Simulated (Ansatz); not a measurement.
# H₂O (triplet): wave-function methods side by side at distance H1–H2 along a hydrogen transfer = 0.844 Å, cc-pVDZ

Aim: climb from Hartree-Fock through coupled cluster and multireference methods for H₂O (triplet) at one geometry and basis, and see what each rung misses.

Program: Ansatz 0.2.0, Gaussian basis. Level of theory: cc-pVDZ, core rule «outside noble gas», up to 1 orbitals frozen. These are calculated values, not measurements.

Plan: UHF; CCSD(T) on ROHF; CCSD(T) on UHF; BCCD(T) on ROHF; CISD; CCSDT(Q) on ROHF; CCSDT(Q) on UHF; CCSDTQ on ROHF; CCSDTQ on UHF; CASSCF and MRCISD+Q, 4 electrons in 4 orbitals; CASSCF and NEVPT2, 4 electrons in 4 orbitals; CASSCF and MRCISD+Q, 8 electrons in 6 orbitals; CASSCF and NEVPT2, 8 electrons in 6 orbitals; Full CI.

**1. The system**

The geometry derives from fragments relaxed apart (PBE0/def2-TZVP) and kept rigid, so it is no stationary point. A hydrogen atom is moved between rigid fragments.

3 atoms, charge 0, spin multiplicity 3.

Atoms are counted from 1 here; the program's logs count them from 0.

Bond lengths: H1–H2 0.844 Å, H2–O3 1.122 Å. Angles: H1–H2–O3 180.0°.

Geometry (Å):

```xyz
3
charge 0, multiplicity 3
H     0.0000    0.0000   -0.9367
H     0.0000    0.0000   -0.0927
O     0.0000    0.0000    1.0293
```

**2. UHF**

File in.yaml:

```yaml
crystal:
  periodic: [false, false, false]
  atoms:
    - {symbol: H, position_ang: [0.000000, 0.000000, -0.936667]}
    - {symbol: H, position_ang: [0.000000, 0.000000, -0.092667]}
    - {symbol: O, position_ang: [0.000000, 0.000000, 1.029333]}
basis:
  gaussian: {orbitals: cc-pVDZ}
magnetization: {spin_polarized: true, initial_magnetization: 2}
hamiltonian: {xc: hf}
output: {orbitals: {seedname: orbitals}}
```

Command:

```bash
> ansatz run in.yaml --threads 1 --pin off --events-out ev --progress --plain --max-ram 3968MiB --backend cpu
```

Further steps of the session: CCSD(T) on ROHF; CCSD(T) on UHF; BCCD(T) on ROHF; CISD; CCSDT(Q) on ROHF; CCSDT(Q) on UHF; CCSDTQ on ROHF; CCSDTQ on UHF; CASSCF and MRCISD+Q, 4 electrons in 4 orbitals; CASSCF and NEVPT2, 4 electrons in 4 orbitals; CASSCF and MRCISD+Q, 8 electrons in 6 orbitals; CASSCF and NEVPT2, 8 electrons in 6 orbitals; Full CI.

Before running them: what should the planned runs give, taken together? Wanted: FCI below the RHF energy; RMP2 from FCI; UMP2 from FCI; RCCSD from FCI; RCCSD(T) from FCI; UCCSD(T) from FCI; RCCSDT(Q) from FCI; UCCSDT(Q) from FCI; NEVPT2 pair from FCI.

As calculated:

| quantity | value |
| --- | --- |
| FCI below the RHF energy | -5.2616 eV |
| RMP2 from FCI | +585.7 meV |
| UMP2 from FCI | +674.4 meV |
| RCCSD from FCI | +84.8 meV |
| RCCSD(T) from FCI | +16.0 meV |
| UCCSD(T) from FCI | +14.2 meV |
| RCCSDT(Q) from FCI | +0.1 meV |
| UCCSDT(Q) from FCI | -0.8 meV |
| NEVPT2 pair from FCI | +518.9 meV |
| MRCISD+Q pair from FCI | +17.6 meV |
| NEVPT2 valence from FCI | +742.5 meV |
| levels within 1 kcal/mol (43 meV) | RCCSD(T), UCCSD(T), BCCD(T), RCCSDT, UCCSDT, RCCSDT(Q), UCCSDT(Q), RCCSDTQ, UCCSDTQ, MRCISD+Q pair, MRCISD+Q valence |
| T1 diagnostic | 0.025 |
| effectively unpaired electrons | 2.02 |

In words: RCCSD(T) lands +16.0 meV from the yardstick (0.3 % of the correlation energy). One determinant dominates. Of the multireference levels listed MRCISD+Q valence comes nearest in total energy (+12.7 meV), which doesn't show that its space is the better one. These misses are within one basis, not against nature; the frozen cores of restricted and unrestricted runs differ, which can shift their rows.
